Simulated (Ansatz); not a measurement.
**CH₂Cl+: functionals against CCSD(T) at one geometry**

An exercise on one series of results from a longer session: the logs are not shown, and one member is left open.

Method: single points in def2-TZVPP; program: Ansatz 0.2.0, Gaussian basis.

Cores are frozen in the correlated methods.

**The starting structure**

4 atoms, charge 1, spin multiplicity 1.

Atoms are counted from 1 here; the program's logs count them from 0.

Bond lengths: C1–Cl2 1.557 Å, C1–H3 1.115 Å, C1–H4 1.081 Å. Angles: Cl2–C1–H3 115.6°, Cl2–C1–H4 112.4°, H3–C1–H4 129.2°.

Coordinates:

```xyz
4
CH2Cl
C    -0.0803   -0.0220   -0.0645
Cl    1.3229    0.1359    0.5927
H    -0.6417   -0.9441    0.2134
H    -0.4531    0.9088   -0.4696
```

Set-up of the first run:

The input, run/in.yaml:

```yaml
crystal:
  periodic: [false, false, false]
  atoms:
    - {symbol: C, position_ang: [-0.080261, -0.021952, -0.064537]}
    - {symbol: Cl, position_ang: [1.322901, 0.135891, 0.592703]}
    - {symbol: H, position_ang: [-0.641716, -0.944086, 0.213439]}
    - {symbol: H, position_ang: [-0.453098, 0.908766, -0.469574]}
basis:
  gaussian: {orbitals: def2-TZVPP}
total_charge: 1
hamiltonian: {xc: pbe, dispersion: d4}
output: {forces: true}
```

Launch:

```bash
$ ansatz run in.yaml --threads 2 --pin off --events-out ev --progress --plain --max-ram 3481MiB
```

Steps of the session up to this table: PBE-D4/def2-TZVPP; r2SCAN-D4/def2-TZVPP; PBE0-D4/def2-TZVPP; wB97M-V/def2-TZVPP; CCSD(T)/def2-TZVPP.

One table of the session follows, with a row left open; its other results are not shown here.

```
   method  RMS force component (eV/Å)  angle to CCSD(T) forces (°)
   PBE-D4                       0.968                          9.0
r2SCAN-D4                       0.932                          4.2
  PBE0-D4                           ?                            ?
  wB97M-V                       0.890                          7.5
  CCSD(T)                       0.994                    reference
```

Estimate the missing values for PBE0-D4.

The run gave: RMS force component (eV/Å): 0.868; angle to CCSD(T) forces (°): 9.4. In the column «RMS force component (eV/Å)» it is the lowest.
